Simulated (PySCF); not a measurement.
# Dipole moment and polarisability of methoxyacetic acid

Species: methoxyacetic acid, C3H6O3.
Geometry (GFN2-xTB, Å), atoms numbered from 1 in this order:
```
atom  x, y, z in Å
C1    -1.749    0.321   -0.403
O2    -0.994   -0.865   -0.277
C3     0.170   -0.731    0.484
C4     1.272    0.088   -0.171
O5     1.206    0.681   -1.210
O6     2.375    0.079    0.591
H7    -2.028    0.713    0.584
H8    -1.203    1.089   -0.957
H9    -2.647    0.048   -0.952
H10   -0.037   -0.278    1.468
H11    0.555   -1.742    0.646
H12    3.081    0.597    0.171
```

Level: wB97X-D/def2-SVPD (PySCF), static field, nuclei fixed, core orbitals frozen in the response. The polarisability tensor in these axes (au):

```
x   56.55  0.74  3.09
y    0.74 43.69 -4.34
z    3.09 -4.34 47.74
```

**Question.** What are the eigenvalues, a third of the trace, and Δα (Δα² = ½Σ(αi − αj)² over the three pairs)?

**Answer.** Principal values 40.58, 49.84 and 57.56 au; mean 49.33 au = 7.31 Å³ = 8.13 × 10⁻⁴⁰ C²·m²/J; Δα = 14.72 au (30 % of the mean).

**Question.** What is the dipole moment, and where does it point?

**Answer.** (0.66, 0.53, 1.90) D, 2.08 D in size, pointing from the negative to the positive side. Measured along this direction, the outermost atoms are H9 at the negative end and O6, H12 and H10 at the positive end.

**Question.** In a dilute gas of rigid molecules at 400 K, how does the orientational term μ²/3kT compare with the electronic polarisability?

**Answer.** In Gaussian units μ²/3kT = 26.08 Å³ against 7.31 Å³, a ratio of 3.57; the Debye molar polarisation (4π/3)N_A(α + μ²/3kT) is 84.2 cm³/mol, leaving out the vibrational part.

**Question.** Give the principal axes and the span of the nuclei along them.

**Answer.** Largest value along (0.95, -0.05, 0.32), where the nuclei span 5.75 Å; middle along (-0.29, -0.58, 0.77), 3.00 Å; least along (-0.15, 0.82, 0.56), 2.35 Å. The response follows the extents in order.

**Question.** Refractivity n − 1 of an ideal gas of it at 500 K and 1 atm, from the electronic α?

**Answer.** N = p/kT = 1.4678 × 10¹⁹ cm⁻³, so n − 1 = 2π × N × 7.31 × 10⁻²⁴ cm³ = 674 × 10⁻⁶ at long wavelengths.

**Question.** Find the Langevin capture rate constant for H3O+ (19.018 u) meeting this molecule (90.032 u), k = 2.342 × 10⁻⁹ cm³/s × √(α in Å³ / reduced mass in u).

**Answer.** The reduced mass is 15.70 u, so k = 1.60 × 10⁻⁹ cm³/s. The formula leaves out the permanent dipole, which adds to the capture rate.

Geometry: GFN2-xTB, one conformer, isolated molecule.
